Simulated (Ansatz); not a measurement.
Mulliken charges of C2H4FO (`[CH2]OCF`) radical from r2SCAN/def2-TZVPP in Ansatz (PBE0-D4/def2-TZVP geometry).

```csv
atom,x (Å),y (Å),z (Å),charge (e)
C1,-0.177,1.292,-0.135,-0.103
O2,-0.747,0.111,0.217,-0.249
C3,0.106,-0.971,0.259,0.289
F4,0.483,-1.343,-1.008,-0.233
H5,0.729,1.271,-0.730,0.098
H6,-0.875,2.113,-0.180,0.095
H7,-0.447,-1.797,0.708,0.060
H8,1.021,-0.734,0.813,0.043
```

By hand: the dipole of these point charges (1 e Å = 4.8032 D).

Σ q r = (0.128, 0.057, 0.258) e Å, of length 0.294 e Å = 1.41 D.

How does the dipole of the full density compare? (An estimate is asked.)

The calculation gave: (0.085, 0.037, 0.200) e Å, 1.06 D; the point charges give 1.33 times that, at 4° from its direction.

Point charges leave out the atoms' own dipoles, such as those of lone pairs, and Mulliken's split depends on the basis, so the two needn't agree.
